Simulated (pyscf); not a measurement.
## Four-centre exchange: `[F][MoH]([F])([F])([F])[F]` + `[OH2]` -> `[FH]` + `[OH][MoH]([F])([F])([F])[F]`

Gas phase, singlet surface, charge 0. Bonds broken: F1–Mo2, O8–H9. Bonds formed: F1–H9, Mo2–O8. Optimised with ωB97X-D3(BJ)/def2-SVP in PySCF.

Transition state (Å):

```xyz
10

F      0.5622     1.0623     0.6300
Mo    -1.2973    -0.0368     0.1747
F     -1.9305    -1.5746    -0.5536
F     -2.9412     0.5570    -0.4400
F     -0.3986    -1.1053     1.3827
F     -1.7786     0.9389     1.6230
H     -0.9780     1.1970    -0.8623
O      0.3742    -0.5241    -0.9200
H      0.8698     0.3771    -0.1678
H      0.3595    -0.3103    -1.8634
```

One imaginary mode, 591i cm⁻¹; descent along it reached the two sides named, in the forms told below.

```tsv
bond	change	reactant side (Å)	saddle	product side
F1–Mo2	breaks	1.852	2.207	2.591
O8–H9	breaks	0.970	1.274	3.0
F1–H9	forms	2.270	1.096	0.941
Mo2–O8	forms	2.331	2.057	1.832
```

Electronic energies relative to the separated reactants (kJ/mol):

```csv
level,barrier,reaction energy,reverse barrier
ωB97X-D3(BJ)/def2-TZVP,40.8,+0.3,40.5
PBE/def2-TZVP,31.8,+7.5,24.2
r²SCAN/def2-TZVP,24.4,+8.1,16.3
B3LYP-D3(BJ)/def2-TZVP,39.8,+1.9,37.9
PBE0-D3(BJ)/def2-TZVP,32.4,-0.3,32.6
M06-2X/def2-TZVP,22.6,-8.7,31.4
ωB97M-D3(BJ)/def2-TZVP,39.2,+1.9,37.3
HF/def2-TZVP,96.1,+0.1,96.0
```

With ωB97M-D3(BJ)/def2-TZVP energies and thermal terms (ideal gas, 1 atm, RRHO with modes under 100 cm⁻¹ raised to 100, one conformer, R ln 2 for chiral ones without a mode under 150 cm⁻¹), in kJ/mol:

```json
[
 {"T (K)": "298", "ΔH‡": "34.0", "ΔG‡": "83.1", "ΔH": "+0.6", "ΔG": "+2.7"},
 {"T (K)": "600", "ΔH‡": "34.1", "ΔG‡": "133.1", "ΔH": "+2.3", "ΔG": "+4.3"},
 {"T (K)": "900", "ΔH‡": "36.7", "ΔG‡": "182.0", "ΔH": "+4.1", "ΔG": "+4.9"},
 {"T (K)": "1200", "ΔH‡": "39.9", "ΔG‡": "230.0", "ΔH": "+5.7", "ΔG": "+4.9"}
]
```

On the reactant side the descent ends in an adduct with a Mo–O contact, 49.8 kJ/mol under the separated species and 90.6 kJ/mol under the saddle at ωB97X-D3(BJ)/def2-TZVP. On the product side the descent ends in a complex (not fully relaxed), 20.2 kJ/mol under the separated species and 60.7 kJ/mol under the saddle at ωB97X-D3(BJ)/def2-TZVP. What is counted as formed (Mo–O) is already present as a longer contact in the reactant adduct; forming that adduct is a step of its own. This is the saddle that the search found; another between the same sides may lie lower. Elements past Kr carry the def2 core potentials, without spin-orbit coupling.
